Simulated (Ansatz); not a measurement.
# C2H4N2: the cost of one run

Program: Ansatz 0.2.0. Level of theory: the levels named in each step. These are calculated values, not measurements.

### 1 The system as given

Bond lengths: N1–C2 1.142 Å, C2–C3 1.448 Å, C3–N4 1.455 Å, C3–H5 1.096 Å, C3–H6 1.107 Å, N4–H7 1.014 Å, N4–H8 1.013 Å. Angles: N1–C2–C3 178.3°, C2–C3–N4 110.5°, C2–C3–H5 108.2°, C2–C3–H6 107.0°, N4–C3–H5 108.3°, N4–C3–H6 114.5°, H5–C3–H6 108.2°, C3–N4–H7 111.0°, C3–N4–H8 110.4°, H7–N4–H8 108.6°.

Coordinates:

```xyz
8

N     1.7627   -0.5318    0.0216
C     0.7580    0.0092    0.0735
C    -0.5214    0.6790    0.1792
N    -1.5897   -0.1874   -0.2961
H    -0.4937    1.5716   -0.4567
H    -0.6294    1.0067    1.2311
H    -1.6127   -1.0563    0.2265
H    -2.4873    0.2722   -0.1973
```

### 2 A rough first relaxation, PBE-D4/def2-SVP

File input.yaml:

```yaml
crystal:
  periodic: [false, false, false]
  atoms:
    - { symbol: "N", position_ang: [1.76271, -0.53181, 0.02164] }
    - { symbol: C, position_ang: [0.75802, 0.00924, 0.07348] }
    - { symbol: C, position_ang: [-0.52141, 0.67896, 0.17918] }
    - { symbol: "N", position_ang: [-1.58975, -0.18743, -0.29612] }
    - { symbol: H, position_ang: [-0.4937, 1.57156, -0.45675] }
    - { symbol: H, position_ang: [-0.62938, 1.00673, 1.23111] }
    - { symbol: H, position_ang: [-1.61266, -1.05632, 0.22647] }
    - { symbol: H, position_ang: [-2.48732, 0.27215, -0.19729] }
basis:
  gaussian: { orbitals: def2-SVP }
hamiltonian:
  xc: pbe
  dispersion: d4
relax:
  f_tol: 0.03
  max_steps: 200
```

The run is started by

```bash
ansatz run input.yaml --threads 2 --pin off --max-ram 5120MiB --backend cpu --events-out ev --progress --plain --runs-dir out
```

What time and memory should one allow on 2 threads of Oxide Virtual Turin-like (Zen 5), shared host?

About 7 s, with a peak of 0.15 GiB.
